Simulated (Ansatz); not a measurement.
Two isomers of C5H10O: A = `CC(C)(C)C=O`, B = `OC1CCCC1`.

Gas-phase electronic energies from Ansatz, PBE0-D4/def2-TZVP geometries. CCSD(T)/CBS is the MP2 limit (def2-TZVPP, def2-QZVPP) plus CCSD(T) − MP2 in def2-TZVPP, frozen cores. Functionals use def2-TZVPP. B3LYP here is the variant with VWN-RPA as its local correlation; programs differ in this. One conformer a species, not always the lowest.

(1) Which is lower in electronic energy at CCSD(T)/CBS, and by how much? (Estimate.)

(2) Give E(B) − E(A) in kcal/mol with HF/def2-TZVPP, BLYP-D4, B2PLYP, ωB97M-V, B3LYP-D4, CCSD(T)/def2-SVP, PBE0-D4. (Estimate.)

(3) Does the order hold for the free energy at 298.15 K (harmonic terms from PBE0-D4)? (Best estimate.)

Largest T1 diagnostic: 0.012.

Results:

(1) Computed: B, by 1.2 kcal/mol.

(2) Computed: HF/def2-TZVPP 2.8, BLYP-D4 5.0, B2PLYP 1.6, ωB97M-V -1.3, B3LYP-D4 2.0, CCSD(T)/def2-SVP 4.0, PBE0-D4 -3.7. The order is the other way round with HF/def2-TZVPP, BLYP-D4, B2PLYP, B3LYP-D4, CCSD(T)/def2-SVP.

(3) Ansatz gave: No: G(B) − G(A) = +2.3 kcal/mol, for one conformer each. Modes under 60 cm⁻¹, often nearly free rotors, make the harmonic entropy too high.

From BLYP to BHLYP (50 % exact exchange), in def2-TZVPP and without D4, E(B) − E(A) moves by −5.7 kcal/mol. At CCSD(T), def2-SVP lies +5.2 kcal/mol from the extrapolated value and def2-TZVPP +1.0 kcal/mol.
